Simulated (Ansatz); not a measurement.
# CH5AlB: the cost of one run

All numbers below are computed with Ansatz 0.2.0 (UKS PBE/def2-SVP).

## 1. The structure to begin with

Bond lengths: B1–C2 1.532 Å, C2–Al3 2.043 Å, B1–H4 1.173 Å, B1–H5 1.173 Å, C2–H6 1.101 Å, C2–H7 1.101 Å, Al3–H8 1.595 Å. Angles: B1–C2–Al3 117.6°, B1–C2–H6 115.0°, B1–C2–H7 115.0°, Al3–C2–H6 99.5°, Al3–C2–H7 99.5°, H6–C2–H7 108.1°, C2–B1–H4 120.4°, C2–B1–H5 120.4°, H4–B1–H5 119.2°, C2–Al3–H8 130.6°.

Structure file:

```xyz
8

B    -0.7709    0.4926   -0.7917
C     0.3829    0.5345    0.2146
Al    0.9353   -1.2253    1.0930
H    -0.5597    0.2965   -1.9290
H    -1.8792    0.6219   -0.4294
H     0.1911    1.1358    1.1170
H     1.3543    0.8427   -0.2029
H     0.3463   -2.6987    0.9285
```

## 2. End point A

File input.yaml:

```yaml
crystal:
  periodic: [false, false, false]
  atoms:
    - { symbol: B, position_ang: [-0.77094, 0.49258, -0.79173] }
    - { symbol: C, position_ang: [0.38285, 0.53452, 0.21464] }
    - { symbol: Al, position_ang: [0.93532, -1.22533, 1.09299] }
    - { symbol: H, position_ang: [-0.55973, 0.29653, -1.92904] }
    - { symbol: H, position_ang: [-1.87924, 0.62188, -0.42945] }
    - { symbol: H, position_ang: [0.19115, 1.13581, 1.117] }
    - { symbol: H, position_ang: [1.35428, 0.84273, -0.20289] }
    - { symbol: H, position_ang: [0.34633, -2.69872, 0.92846] }
magnetization:
  spin_polarized: true
  initial_magnetization: 1
basis:
  gaussian: { orbitals: def2-SVP }
hamiltonian:
  xc: pbe
relax:
  f_tol: 0.015
  max_steps: 40
```

Launch:

```
$ ansatz run input.yaml --threads 1 --pin off --max-ram 2048MiB --backend cpu --events-out ev --progress --plain --runs-dir out
```

Q: Estimate wall time and peak memory on 1 thread of Arm Neoverse V2, shared host.

About 20 s, with a peak of 0.14 GiB.
